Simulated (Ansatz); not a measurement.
## Relative stability

The two ends of one reaction step of CH9NSi, closed shell (PBE0-D4/def2-TZVP).

A:

```
atom    x (Å)    y (Å)    z (Å)
 Si1  -1.1969  -0.3396   0.6597
  H2  -1.0154  -1.5195  -0.2295
  H3  -2.2908  -0.6750   1.6169
  H4  -1.6735   0.8026  -0.1674
  C5   0.3724   0.0810   1.5782
  H6   0.8380  -0.6488  -2.2713
  N7   0.9326   0.2896  -1.9029
  H8   0.2215   0.9404   2.2353
  H9   0.7036  -0.7609   2.1903
 H10   1.1504   0.3204   0.8514
 H11   1.7902   0.6748  -2.2789
 H12   0.1680   0.8349  -2.2817
```

B:

| atom | x (Å) | y (Å) | z (Å) |
| --- | --- | --- | --- |
| Si1 | -0.7323 | 0.8008 | 0.0481 |
| H2 | 0.7477 | -2.9977 | -0.8950 |
| H3 | -2.0543 | 0.1180 | 0.0161 |
| H4 | -0.9983 | 2.2670 | 0.1863 |
| C5 | 0.2912 | 0.2571 | 1.5076 |
| H6 | 0.5992 | -2.2768 | -1.0351 |
| N7 | 0.0742 | 0.3533 | -1.4120 |
| H8 | -0.2031 | 0.5247 | 2.4449 |
| H9 | 0.4474 | -0.8236 | 1.4929 |
| H10 | 1.2705 | 0.7436 | 1.5001 |
| H11 | 1.0090 | 0.6912 | -1.5817 |
| H12 | -0.4510 | 0.3421 | -2.2723 |

Ansatz 0.2.0; basis: def2-TZVPP; cores frozen in the correlated methods. B3LYP uses VWN-RPA correlation.

Task: Which structure is lower at CCSD(T), and by how much? (To be estimated.)

Result: Computed: B, by 3.96 kcal/mol (electronic energy, against the other). By their contacts, A is a complex of CH₆Si ([CH3][SiH3]) + NH₃ and B is a complex of CH₇NSi ([CH3][SiH2][NH2]) + H₂.

All methods give the same order:

```
      method  E(B) − E(A) (kcal/mol)
       SPW92                   -3.86
      PBE-D4                   -3.72
     BLYP-D4                   -4.65
   r2SCAN-D4                   -4.84
      B97M-V                   -3.40
     PBE0-D4                   -3.63
    B3LYP-D4                   -4.37
  r2SCAN0-D4                   -4.53
    BHLYP-D4                   -4.14
CAM-B3LYP-D4                   -4.32
     wB97X-V                   -4.03
     wB97M-V                   -4.37
      B2PLYP                   -4.39
    PBE-QIDH                   -4.33
  RPA on PBE                   -3.42
          HF                   -2.83
         MP2                   -5.60
        CCSD                   -3.55
     CCSD(T)                   -3.96
```

T1 diagnostic: at most 0.010.

Labels in which every atom is bracketed show which atoms are joined, not bond orders.

For scale, one of the runs: CCSD(T)/def2-TZVPP, 230 basis functions, launched by `ansatz run in.yaml --threads 4 --pin off --events-out ev --progress --plain --max-ram 9574MiB`. The run took 56 s on 4 CPU threads of an Arm Neoverse V1 (shared host), with 3.9 GiB of host memory at its peak.
